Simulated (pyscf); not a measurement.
This saddle point was located with ωB97X-D3(BJ)/def2-SVP in PySCF.

```xyz
10

Si     0.0938     0.5965     0.2946
Si     0.1028    -1.4409     1.4585
H     -1.2663    -0.1376    -0.6522
H     -1.5850     0.8558    -0.5501
H      1.0435     0.6314    -0.8521
H      1.3086    -1.5136     2.3379
H      0.0587    -2.6550     0.5841
H     -1.1131    -1.4476     2.3283
O     -1.1873     1.9426    -0.1535
H     -1.6446     2.3195     0.6151
```
Charge 0, spin multiplicity 2.

Surface: doublet, charge 0. Lowest wavenumbers (cm⁻¹): 1570i, 86, 136, 197, 369.

Q: Which two sides does it connect, and which bonds change?

A: `[OH][SiH][SiH3]` [doublet] + `[H][H]` <-> `[SiH2][SiH3]` [doublet] + `[OH2]`, a four-centre exchange read from left to right: O–Si, H–H broken and H–Si, H–O formed. At ωB97M-D3(BJ)/def2-TZVP it lies +2.01 eV from the left side and +1.42 eV from the right (each side as separated species at their lowest minima found). At the saddle there is also a short H–Si contact that neither side keeps. HO–SiH•–SiH₃ lies 0.99 eV over its isomer •H₂Si–O–SiH₃ (electronic energy, ωB97M-D3(BJ)/def2-TZVP). One saddle was located; it need not be the lowest between these sides.
